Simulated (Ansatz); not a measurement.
# One shape, several levels: H3NO (SMILES NO)

Aim: a comparison of 6 runs (B3LYP/STO-3G, BHLYP/STO-3G, UPBE/STO-3G, revPBE/STO-3G, CCSD(T)/STO-3G, UCCSD(T)/STO-3G) of H3NO. 

The results are computed with Ansatz 0.2.0.

45 further runs of the same task are left out: 2 that didn't finish, 43 set aside as unsound or not needed.

## Step 1: The molecule

H3NO has 5 atoms, charge 0, and is taken as a singlet. SMILES: `NO`. The H4–N1 distance was set to 2.540 Å, away from the relaxed value. At this shape a bond of the SMILES string is far longer than usual.

Bond lengths: N1–O2 1.422 Å, N1–H3 1.016 Å, O2–H5 0.960 Å. Angles: N1–O2–H5 102.8°, O2–N1–H3 104.5°.

## Step 2: The energy at B3LYP/STO-3G (run 1)

Input file molecule.yaml:

```yaml
crystal:
  periodic: [false, false, false]
  atoms:
    - symbol: N
      position_ang: [1.299707, -0.738473, -0.133606]
    - symbol: O
      position_ang: [1.829287, 0.288857, 0.695624]
    - symbol: H
      position_ang: [1.302137, -1.567203, 0.454334]
    - symbol: H
      position_ang: [-1.141650, -0.109840, -0.446210]
    - symbol: H
      position_ang: [2.569837, 0.617917, 0.180124]
basis:
  gaussian:
    orbitals: STO-3G
magnetization:
  spin_polarized: false
  initial_magnetization: 0
hamiltonian:
  xc: {name: B3LYP}
accuracy: high
```

The run is started by

```console
$ ansatz run molecule.yaml --threads 1 --pin off --max-ram 3480MiB --events-out events.jsonl --progress --plain --runs-dir runs
```

The program printed:

```text
Warning: RAYON_NUM_THREADS=1 ignored (pool sized by the plan → 1); use --threads N
Functional definition: B3LYP
  name "B3LYP"
  parameter a0 = 0.2
  parameter ax = 0.72
  parameter ac = 0.81
  exchange = (1 - a0 - ax)*slater_x + ax*b88_x + a0*exact_x
  correlation = (1 - ac)*vwn_rpa_c + ac*lyp_c
208 factors; integrals over basis functions are off by at most 2.3e-8 eV
mean field evaluation 1: about -3524.5659 eV, gradient 2.2e1 eV
mean field evaluation 2: about -3516.1047 eV, gradient 2.7e1 eV
mean field evaluation 4: about -3521.6192 eV, gradient 2.6e1 eV
mean field evaluation 8: about -3526.1357 eV, gradient 2.6e1 eV
mean field evaluation 16: about -3528.8985 eV, gradient 1.7e-7 eV
mean field -3528.89852539 eV, -129.6846288348 hartree, gradient 1.6e-8 eV, S^2 0.000000; 0 other end points of the search recorded, 0 dependent functions left out
reference -3528.89855125 eV, -129.6846297850 hartree; 9, 9 occupied and 4, 4 virtual orbitals, 208 factors
Total energy: -3528.89855125 eV, -129.6846297850 hartree
```

Run time: 0.89 s. Hardware: 1 thread of Arm Neoverse V1, shared host.

## Step 3: A single-point energy at BHLYP/STO-3G (run 2)

Input file in.yaml:

```yaml
crystal:
  periodic: [false, false, false]
  atoms:
    - {symbol: N, position_ang: [1.299707, -0.738473, -0.133606]}
    - {symbol: O, position_ang: [1.829287, 0.288857, 0.695624]}
    - {symbol: H, position_ang: [1.302137, -1.567203, 0.454334]}
    - {symbol: H, position_ang: [-1.141650, -0.109840, -0.446210]}
    - {symbol: H, position_ang: [2.569837, 0.617917, 0.180124]}
basis:
  gaussian: {orbitals: STO-3G}
hamiltonian: {xc: {name: BHLYP}}
accuracy: high
```

The run is started by

```console
$ ansatz run in.yaml --threads 1 --pin off --max-ram 3480MiB --events-out events.jsonl --progress --plain --runs-dir runs
```

The program printed:

```text
Warning: RAYON_NUM_THREADS=1 ignored (pool sized by the plan → 1); use --threads N
Functional definition: BHLYP
  name "BHLYP"
  parameter a = 0.5
  exchange = (1 - a)*b88_x + a*exact_x
  correlation = lyp_c
208 factors; integrals over basis functions are off by at most 2.3e-8 eV
mean field evaluation 1: about -3523.2957 eV, gradient 1.9e1 eV
mean field evaluation 2: about -3516.4940 eV, gradient 2.9e1 eV
mean field evaluation 4: about -3525.2554 eV, gradient 1.3e1 eV
mean field evaluation 8: about -3526.0109 eV, gradient 6.9e0 eV
mean field -3526.18730227 eV, -129.5849932227 hartree, gradient 9.7e-8 eV, S^2 0.000000; 0 other end points of the search recorded, 0 dependent functions left out
reference -3526.18732000 eV, -129.5849938744 hartree; 9, 9 occupied and 4, 4 virtual orbitals, 208 factors
Total energy: -3526.18732000 eV, -129.5849938744 hartree
```

It took 0.75 s on 1 thread of Arm Neoverse V1, shared host.

Runs 3 to 5 aren't shown in full; the table further down has their settings and results.

## Step 4: The energy at UCCSD(T)/STO-3G (run 6)

Edit molecule.yaml of step 2 so:

```diff
@@ -14,9 +14,6 @@
 basis:
-  gaussian:
-    orbitals: STO-3G
-magnetization:
-  spin_polarized: false
-  initial_magnetization: 0
-hamiltonian:
-  xc: {name: B3LYP}
+  gaussian: {orbitals: STO-3G}
+magnetization: {spin_polarized: true, initial_magnetization: 0}
+correlation: {method: ccsd_t, frozen_orbitals: {H: 0, "N": 1, O: 1}}
 accuracy: high
+scf: {omitted_lower_state_checks: [cluster_reference, increment]}
```

The run is started by

```console
$ ansatz run molecule.yaml --threads 1 --pin off --max-ram 3480MiB --events-out events.jsonl --progress --plain --runs-dir runs
```

The program printed:

```text
Warning: RAYON_NUM_THREADS=1 ignored (pool sized by the plan → 1); use --threads N
[... 13 lines left out ...]
2 core orbitals not correlated: weight in the atoms' cores, before any rotation towards them, 1.000 or more for the frozen orbitals, at most 0.000 for the correlated occupied ones
[... 49 lines left out ...]
Total energy: -3516.41997793 eV, -129.2260506740 hartree
Checks for a lower state left out: cluster_reference, increment
```

Run time: 0.26 s. Hardware: 1 thread of Arm Neoverse V1, shared host.

## Step 5: Overview of the runs

```tsv
run	level	frozen core orbitals	energy (Eh)	wall time
1	B3LYP/STO-3G	–	-129.684630	0.89 s
2	BHLYP/STO-3G	–	-129.584994	0.75 s
3	UPBE/STO-3G	–	-129.606037	2.8 s
4	revPBE/STO-3G	–	-129.694651	0.89 s
5	CCSD(T)/STO-3G	2	-129.229911	0.12 s
6	UCCSD(T)/STO-3G	2	-129.226051	0.26 s
```

## Step 6: Results

```
                                          quantity          value
                               run 6: total energy  -129.22605 Eh
run 6: correlation energy (2 core orbitals frozen)      -98.0 mEh
                             run 6: (T) correction      -1.15 mEh
          run 6: ⟨S²⟩ of the reference determinant          1.000
                              run 6: T1 diagnostic          0.024
```

In words: Totals of different functionals can't be ranked against each other. In run 5 the log says that unrestricted orbitals would lower the reference, so the values rest on an unstable closed-shell determinant (other closed-shell runs at this shape may share the fault). In runs 1, 2, 3, 4, 5, 6 the basis is minimal, so the values are rough. In runs 1, 2, 4, 5 a closed-shell determinant meets a far-stretched bond, which it describes badly. Spin contamination of the reference: run 6 ⟨S²⟩ = 1.00, run 3 ⟨S²⟩ = 0.95. Where it is this large, the reference is a mixture of spin states, and values that rest on it are in doubt. All runs together took 5.8 s, the longest 2.8 s.
